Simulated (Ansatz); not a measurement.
Ansatz (an electronic-structure program) input (B3LYP/def2-SVP):

Ansatz 0.2 input:
```yaml
crystal:
  periodic: [false, false, false]
  atoms:
    - {symbol: N, position_ang: [0.00224146, -0.00382052, 0.11155442]}
    - {symbol: H, position_ang: [-0.00202883, 0.95117179, -0.22808750]}
    - {symbol: H, position_ang: [0.80949996, -0.46442426, -0.29287493]}
    - {symbol: H, position_ang: [-0.82316134, -0.46000387, -0.25991854]}
basis:
  gaussian:
    orbitals: def2-SVP
hamiltonian:
  xc: {name: B3LYP}
output: {forces: true}
```

Output:

```
Functional definition: B3LYP
integrals: 0.00 GiB planned
302 factors; integrals over basis functions are off by at most 1.0e-3 eV
mean field: 0.06 GiB planned
mean field evaluation 1: about -1532.5746 eV, gradient 5.1e1 eV
mean field evaluation 2: about -1528.2826 eV, gradient 6.5e1 eV
mean field evaluation 4: about -1537.6931 eV, gradient 1.6e-1 eV
mean field evaluation 8: about -1537.6921 eV, gradient 1.6e-3 eV
mean field -1537.69212598 eV, -56.5091433446 hartree, gradient 4.2e-5 eV, S^2 0.000000; 0 other end points of the search recorded, 0 dependent functions left out
the calculation of the forces begins
reference -1537.69228227 eV, -56.5091490883 hartree; 5, 5 occupied and 24, 24 virtual orbitals, 302 factors
Total energy: -1537.69228227 eV, -56.5091490883 hartree
Atom 0 at     0.002241    -0.003821     0.111554 Å, force     0.011479    -0.019572     0.571443 eV/Å
Atom 1 at    -0.002029     0.951172    -0.228087 Å, force    -0.003048     0.235868    -0.182642 eV/Å
Atom 2 at     0.809500    -0.464424    -0.292875 Å, force     0.194477    -0.108686    -0.198411 eV/Å
Atom 3 at    -0.823161    -0.460004    -0.259919 Å, force    -0.202909    -0.107610    -0.190389 eV/Å
Dipole moment:    -0.006924     0.011804    -0.344647 e Å
```
